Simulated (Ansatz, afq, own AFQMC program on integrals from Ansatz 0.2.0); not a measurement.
## Where AFQMC and coupled cluster stand for H$_{3}$O⁺, triplet

```yaml
atoms:
  - { symbol: O, position_ang: [0.0002, -0.0001, -0.0419] }
  - { symbol: H, position_ang: [0.9410, 0.0142, 0.2253] }
  - { symbol: H, position_ang: [-0.4835, 0.8094, 0.2180] }
  - { symbol: H, position_ang: [-0.4600, -0.8219, 0.2221] }
```

Basis cc-pVDZ. Only valence electrons are correlated. AFQMC by an in-house program on the Cholesky factors that Ansatz 0.2.0 writes for its CCSD(T) run. The CISD trial takes its coefficients from CCSD amplitudes. Released means that phaseless walkers are propagated on without the constraint, phases kept. ± is one standard error of the sampling.

Determinant: UHF, the one that the program's search chose, which needn't be the lowest solution. The geometry is a PBE0/def2-TZVP stationary point of this or a neighbouring charge and spin state.

No full CI on the walks' own integrals is used here; CCSDT(Q) serves as the reference and is uncertain by about the last step of the cluster series.

Cautions: another spin lies lower (by 11.12 eV).

```
T1 diagnostic                               : 0.0082
weight of the determinant in the CISD state : 0.947
⟨S²⟩ of the determinant                     : 2.004
size of the correlated space                : 8 electrons in 28 orbitals
```

Reference: CCSDT(Q), correlation energy -5.224 eV. The released energy is read at 2.40 1/Eh (meV from the phaseless value at times in 1/Eh: -9 ± 7 at 0.24, 3 ± 5 at 0.51, -9 ± 6 at 0.99, 8 ± 5 at 1.62, 14 ± 10 at 2.40).

```
         level  E − E(reference) (meV)  share of correlation (%)
            HF                  5224.1                      0.00
           MP2                   603.3                     88.45
          CCSD                   109.1                     97.91
       CCSD(T)                    17.4                     99.67
         CCSDT                     6.6                     99.87
 ph-AFQMC/CISD               3.4 ± 6.9                     99.94
released AFQMC              17.6 ± 9.5                     99.66
```

A walk keeps the symmetry of its determinant, which the program's search chose and which needn't be the lowest solution, so a lower state of the same spin and another symmetry isn't excluded. Released energies are given only where the last usable release times agree within the noise; a slower fall can still hide under it.
